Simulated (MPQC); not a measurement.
**MgHF (SMILES [F][MgH]): levels of theory compared**

We compute a comparison of 6 runs (HF/STO-3G, HF/3-21G, HF/def2-SVP, B3LYP/6-31G*, PBE0/def2-SVP, PBE/def2-TZVP) of MgHF. 

Program for the calculation: MPQC 2.3.1.

10 further runs of the same task are left out: 3 that didn't finish, 7 set aside as unsound or not needed.

### Step 1. The structure to begin with

MgHF: 3 atoms, total charge 0, spin state singlet. As SMILES, `[F][MgH]`. Geometry: relaxed at PBE0-D4/def2-TZVP.

Bond lengths: F1–Mg2 1.756 Å, Mg2–H3 1.687 Å. Angles: F1–Mg2–H3 180.0°.

### Step 2. Energy and gradient at HF/STO-3G (run 1)

Input file mol.in:

```
% emacs should use -*- KeyVal -*- mode
molecule<Molecule>: (
    symmetry = c1
    unit = angstrom
    { atoms geometry } = {
        F  [ -1.378600     0.792200    -0.675100 ]
        Mg [ 0.014500    -0.032400     0.004400 ]
        H  [ 1.353200    -0.824800     0.657400 ]
    }
)
basis<GaussianBasisSet>: (
    name = "STO-3G"
    molecule = $:molecule
    basisdir = "."
    puream = yes
)
mpqc: (
    checkpoint = no
    savestate = no
    restart = no
    do_energy = yes
    do_gradient = yes
    optimize = no
    mole<CLHF>: (
        molecule = $:molecule
        basis = $:basis
        total_charge = 0
        memory = 1000000000
        print_evals = yes
        print_npa = yes
        maxiter = 120
        value_accuracy = 1e-08
        guess_wavefunction<CLHF>: (
            molecule = $:molecule
            total_charge = 0
            memory = 1000000000
            value_accuracy = 1e-3
            basis<GaussianBasisSet>: (
                name = "STO-3G"
                molecule = $:molecule
            )
        )
    )
)
```

The basis set STO-3G is read from a file made from the Basis Set Exchange's data (not shown).

Started as:

```sh
$ mpqc -o mol.out mol.in
```

The log of the run:

```text
MPQC: Massively Parallel Quantum Chemistry
[...]
  LUMO is    12   A =   0.420237
  total scf energy = -295.7205827870
[...]
Value of the MolecularEnergy: -295.7205827870
  Gradient of the MolecularEnergy:
      1   -0.0465754931
      2    0.0275688377
      3   -0.0227174092
      4    0.0037369566
      5   -0.0022119542
      6    0.0018210254
      7    0.0428385365
      8   -0.0253568836
      9    0.0208963838
  Function Parameters:
    value_accuracy    = 2.497850e-09 (1.000000e-08) (computed)
[...]
      symmetry = c1
[...]
```

It took 0.18 s on 1 thread of AMD EPYC 7B13 (Zen 3), shared host.

### Step 3. Energy and gradient at HF/3-21G (run 2)

Input file input.in:

```
% FHMg
molecule<Molecule>: (
  symmetry = c1
  unit = bohr
  { atoms geometry } = {
    F  [ -2.60517644   1.49704104  -1.27575411 ]
    Mg [ 0.02740103  -0.06122713   0.00831479 ]
    H  [ 2.55717739  -1.55864611   1.24230595 ]
  }
)
basis<GaussianBasisSet>: (
  name = "3-21G"
  molecule = $:molecule
  basisdir = "."
  puream = yes
)
mpqc: (
  checkpoint = no
  savestate = no
  restart = no
  do_energy = yes
  do_gradient = yes
  optimize = no
  mole<CLHF>: (
    molecule = $:molecule
    basis = $:basis
    total_charge = 0
    memory = 1000000000
    print_evals = yes
    print_npa = yes
    maxiter = 120
    value_accuracy = 1e-08
    guess_wavefunction<CLHF>: (
      molecule = $:molecule
      total_charge = 0
      memory = 1000000000
      value_accuracy = 1e-3
      basis<GaussianBasisSet>: (
        name = "3-21G"
        molecule = $:molecule
      )
    )
  )
)
```

The basis set 3-21G is read from a file made from the Basis Set Exchange's data (not shown).

Started as:

```sh
$ mpqc input.in > input.out
```

The log of the run:

```text
MPQC: Massively Parallel Quantum Chemistry
[...]
  LUMO is    12   A =   0.065530
  total scf energy = -297.9872801555
[...]
Value of the MolecularEnergy: -297.9872801555
  Gradient of the MolecularEnergy:
      1   -0.0104159396
      2    0.0061653736
      3   -0.0050803367
      4    0.0142829942
      5   -0.0084543496
      6    0.0069664745
      7   -0.0038670545
      8    0.0022889760
      9   -0.0018861378
  Function Parameters:
    value_accuracy    = 1.872541e-09 (1.000000e-08) (computed)
[...]
      symmetry = c1
[...]
```

Run time: 0.2 s. Hardware: 1 thread of AMD EPYC 7B13 (Zen 3), shared host.

Run 3 isn't shown in full; the table further down has it.

### Step 4. Energy and forces at B3LYP/6-31G(d) (spherical functions) (run 4)

Input file run.in:

```
molecule<Molecule>: (
  symmetry = c1
  unit = bohr
  { atoms geometry } = {
    F  [ -2.60517644 1.49704104 -1.27575411 ]
    Mg [ 0.02740103 -0.06122713 0.00831479 ]
    H  [ 2.55717739 -1.55864611 1.24230595 ]
  }
)
basis<GaussianBasisSet>: (
  name = "6-31G*"
  molecule = $:molecule
  basisdir = "."
  puream = yes
)
mpqc: (
  checkpoint = no
  savestate = no
  restart = no
  do_energy = yes
  do_gradient = yes
  optimize = no
  mole<CLKS>: (
    molecule = $:molecule
    basis = $:basis
    total_charge = 0
    memory = 1000000000
    print_evals = yes
    print_npa = yes
    maxiter = 120
    value_accuracy = 1e-08
    functional<StdDenFunctional>: ( name = "B3LYP" )
    integrator<RadialAngularIntegrator>: ( grid = xfine )
    guess_wavefunction<CLHF>: (
      molecule = $:molecule
      total_charge = 0
      memory = 1000000000
      value_accuracy = 1e-3
      basis<GaussianBasisSet>: (
        name = "MINI (Huzinaga)"
        molecule = $:molecule
      )
    )
  )
)
```

The basis set 6-31G* is read from a file made from the Basis Set Exchange's data (not shown).

Started as:

```sh
$ mpqc run.in > run.out
```

The log of the run:

```text
MPQC: Massively Parallel Quantum Chemistry
[...]
  Integrated electron density error = -0.001461085215
  iter     1 energy = -300.3056881614 delta = 2.35144e-01
  Integrated electron density error = -0.000085984065
  iter     2 energy = -300.0005762592 delta = 6.63069e-02
[...]
  Integrated electron density error = 0.000022443301
  iter    11 energy = -300.5684413905 delta = 9.30005e-07
  Integrated electron density error = 0.000022443355
  iter    12 energy = -300.5684413905 delta = 9.92938e-08
  Integrated electron density error = 0.000022443353
  iter    13 energy = -300.5684413905 delta = 2.12937e-08
[...]
  LUMO is    12   A =  -0.037071
  total scf energy = -300.5684413905
[...]
  Integrated electron density error = 0.000022431219
  Total Gradient:
[...]
Value of the MolecularEnergy: -300.5684413905
  Gradient of the MolecularEnergy:
      1   -0.0047677506
      2    0.0027550993
      3   -0.0024254328
      4    0.0062350401
      5   -0.0036236834
      6    0.0031409666
      7   -0.0014672895
      8    0.0008685841
      9   -0.0007155338
  Closed Shell Kohn-Sham (CLKS) Parameters:
    Function Parameters:
[...]
        symmetry = c1
[...]
```

Wall time 5.4 s (1 thread of AMD EPYC 7B13 (Zen 3), shared host).

Run 5 isn't shown in full; the table further down has it.

### Step 5. Energy and gradient at PBE/def2-TZVP (run 6)

Input file mol.in:

```
% FHMg
molecule<Molecule>: (
   symmetry = c1
   unit = angstrom
   { atoms geometry } = {
      F  [ -1.378600 0.792200 -0.675100 ]
      Mg [ 0.014500 -0.032400 0.004400 ]
      H  [ 1.353200 -0.824800 0.657400 ]
   }
)
basis<GaussianBasisSet>: (
   name = "def2-TZVP"
   molecule = $:molecule
   basisdir = "."
   puream = yes
)
mpqc: (
   checkpoint = no
   savestate = no
   restart = no
   do_energy = yes
   do_gradient = yes
   optimize = no
   mole<CLKS>: (
      molecule = $:molecule
      basis = $:basis
      total_charge = 0
      memory = 1000000000
      print_evals = yes
      print_npa = yes
      maxiter = 120
      value_accuracy = 1e-08
      functional<StdDenFunctional>: ( name = "PBE" )
      integrator<RadialAngularIntegrator>: ( grid = xfine )
      guess_wavefunction<CLHF>: (
         molecule = $:molecule
         total_charge = 0
         memory = 1000000000
         value_accuracy = 1e-3
         basis<GaussianBasisSet>: (
            name = "STO-3G"
            molecule = $:molecule
         )
      )
   )
)
```

The basis set def2-TZVP is read from a file made from the Basis Set Exchange's data (not shown).

Started as:

```sh
$ mpqc mol.in > mol.out
```

The log of the run:

```text
MPQC: Massively Parallel Quantum Chemistry
[...]
  Integrated electron density error = -0.000014636204
  iter     1 energy = -299.8832377312 delta = 9.32361e-02
  Integrated electron density error = -0.000127068658
  iter     2 energy = -299.7569206284 delta = 3.57344e-02
[...]
  Integrated electron density error = 0.000024617786
  iter    15 energy = -300.3903131445 delta = 3.84313e-07
  Integrated electron density error = 0.000024617792
  iter    16 energy = -300.3903131445 delta = 1.08989e-07
  Integrated electron density error = 0.000024617799
  iter    17 energy = -300.3903131445 delta = 1.73676e-08
[...]
  LUMO is    12   A =  -0.061324
  total scf energy = -300.3903131445
[...]
  Integrated electron density error = 0.000024602911
  Total Gradient:
[...]
Value of the MolecularEnergy: -300.3903131445
  Gradient of the MolecularEnergy:
      1    0.0052437926
      2   -0.0032371085
      3    0.0023983871
      4   -0.0038394289
      5    0.0024059149
      6   -0.0017133809
      7   -0.0014043637
      8    0.0008311936
      9   -0.0006850062
  Closed Shell Kohn-Sham (CLKS) Parameters:
    Function Parameters:
[...]
        symmetry = c1
[...]
```

Run time: 22 s. Hardware: 1 thread of AMD EPYC 7B13 (Zen 3), shared host; peak memory 0.45 GiB.

### Step 6. Overview of the runs

```tsv
run	level	starting guess	integration grid	energy (Eh)	HOMO energy (eV)	LUMO energy (eV)	HOMO–LUMO gap (eV)	wall time
1	HF/STO-3G	STO-3G	–	-295.720583	-7.31	11.44	18.74	0.18 s
2	HF/3-21G	3-21G	–	-297.987280	-11.12	1.78	12.91	0.2 s
3	HF/def2-SVP	STO-3G	–	-299.523051	-11.26	1.26	12.52	0.44 s
4	B3LYP/6-31G* (spherical functions)	MINI (Huzinaga)	xfine	-300.568441	-8.01	-1.01	7.00	5.4 s
5	PBE0/def2-SVP	STO-2G	xfine	-300.211489	-8.30	-0.84	7.46	6.6 s
6	PBE/def2-TZVP	STO-3G	xfine	-300.390313	-7.07	-1.67	5.40	22 s
```

### Step 7. Summary of results

| quantity | value |
| --- | --- |
| run 6: total energy | -300.39031 Eh |
| run 6: HOMO energy | -7.07 eV |
| run 6: LUMO energy | -1.67 eV |
| run 6: HOMO–LUMO gap | 5.40 eV |
| run 6: largest force on an atom | 0.340 eV/Å |

What this shows: The HOMO–LUMO gap runs from 5.40 eV (PBE/def2-TZVP) to 18.74 eV (HF/STO-3G). The two ends differ in method and basis. Totals of different functionals can't be ranked against each other. In run 1 the basis is minimal, so the values are rough. All runs together took 35 s, the longest 22 s.
